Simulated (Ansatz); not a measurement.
# BHNSi: the cost of one run

Program: Ansatz 0.2.0, Gaussian basis. Level of theory: def2-TZVPP, core rule «outside noble gas», up to 7 orbitals frozen. These are calculated values, not measurements.

The runs, in order: UHF; ROHF; CCSD(T) on UHF.

2 further runs of the same task are left out: 2 set aside as unsound or not needed.

## Step 1: The system

The geometry is a PBE0/def2-TZVP stationary point (not a proven minimum) of the parent state, kept for this charge and spin.

4 atoms, charge 0, spin multiplicity 4.

Atoms are counted from 1 here; the program's logs count them from 0.

Bond lengths: B1–Si2 2.112 Å, Si2–N3 1.551 Å, N3–H4 0.998 Å. Angles: B1–Si2–N3 121.5°, Si2–N3–H4 175.3°.

Geometry (Å):

```xyz
4

B     0.00000   -0.55652    1.88280
Si    0.00000    0.42612    0.01298
N     0.00000   -0.36697   -1.31973
H     0.00000   -0.80506   -2.21680
```

## Step 2: UHF

Input file in.yaml:

```yaml
crystal:
  periodic: [false, false, false]
  atoms:
    - {symbol: B, position_ang: [0.000000, -0.556516, 1.882798]}
    - {symbol: Si, position_ang: [0.000000, 0.426125, 0.012979]}
    - {symbol: N, position_ang: [0.000000, -0.366966, -1.319729]}
    - {symbol: H, position_ang: [0.000000, -0.805058, -2.216804]}
basis:
  gaussian: {orbitals: def2-TZVPP}
magnetization: {spin_polarized: true, initial_magnetization: 3}
hamiltonian: {xc: hf}
output: {orbitals: {seedname: orbitals}}
```

On the command line:

```console
> ansatz run in.yaml --threads 1 --pin off --events-out ev --progress --plain --max-ram 3968MiB --backend cpu
```

What time and memory should one allow on 1 thread of AMD EPYC 7R13, shared host?

About 16 s, with a peak of 0.27 GiB.
